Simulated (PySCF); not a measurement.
# One reaction down a group: N, P, As

The same gas-phase reaction for N, P, As:
- 2 BH3 + N → 2 BH2 + NH2
- 2 BH3 + P → 2 BH2 + PH2
- 2 BH3 + As → 2 BH2 + AsH2

Energies from PySCF (xtb for GFN2), thermal terms from the rigid-rotor harmonic-oscillator model, ideal gas at 1 bar. S°(298 K) at PBE0/def2-TZVP differs from the NASA 1993 table for BH2 (+14 J/mol/K); whether the harmonic model or the table's entry is off was not settled. † marks an energy on the PBE0/def2-TZVP geometry and frequencies; other levels use their own. CCSD(T) freezes the core. Open shells (unrestricted): N (multiplicity 4), BH2 (multiplicity 2), NH2 (multiplicity 2), P (multiplicity 4), PH2 (multiplicity 2), As (multiplicity 4), AsH2 (multiplicity 2); the rest are closed-shell singlets. GFN2 has no spin-polarisation term. As: all electrons, no relativistic terms. PH2, AsH2: computed as isolated molecules; such fragments, hydroxides, amides, oligomers or adducts are transient or little studied in the gas. CCSD(T) isn't extrapolated to the basis-set limit. The harmonic model lacks anharmonicity and excited electronic states, which grow with temperature; levels with a mode under 35 cm⁻¹ are left out.

ΔH°(298 K) in kJ, by level:

| level | N | P | As |
|---|---|---|---|
| ωB97M-V/def2-TZVP† | 165.5 | 256.9 | 318.7 |
| CCSD(T)/def2-SVP† | 199.5 | 289.8 | 336.5 |
| PBE0/def2-QZVP† | 121.9 | 231.7 | 290.2 |
| GFN2-xTB | 37.3 | 292.0 | 304.6 |
| PBE0/def2-SVP† | 136.3 | 237.9 | 288.5 |
| PBE/def2-SVP | 110.7 | 226.0 | 274.9 |

At ωB97M-V/def2-TZVP†, ΔH° rises from N to As, over a range of 153.2 kJ; the steps are +91.4, +61.8 kJ. 6 of the 6 levels shown give the same order. The levels scatter most for N (162.2 kJ between the highest and the lowest) and least for As (61.6 kJ). ΔS°(298 K) runs from 52.8 to 62.5 J/K, so TΔS° at 298 K spreads over 2.9 kJ among the members, against 153.2 kJ for ΔH°.

Free energies at ωB97M-V/def2-TZVP†:

```csv
member,"ΔS°(298 K), J/K","ΔG°(298 K), kJ","ΔG°(1400 K), kJ",ΔG° changes sign
N,52.8,150,90,none from 298 to 2500 K
P,60.9,239,168,none from 298 to 2500 K
As,62.5,300,226,none from 298 to 2500 K
```

The NASA 1993 table, where it holds all species, gives ΔH°(298 K) = -95 kJ for N; its entries are part measured, part old estimates, and weren't checked at source. After a fit of one offset per element over all species, the range-separated, M06-2X, PBE0/def2-QZVP and CCSD(T)/def2-TZVPP enthalpies, where run, lie to one side of the table for BH2 (+121 kJ/mol): a fault of the table's entry, another state or a shared error of the levels is possible; this was not checked at source.
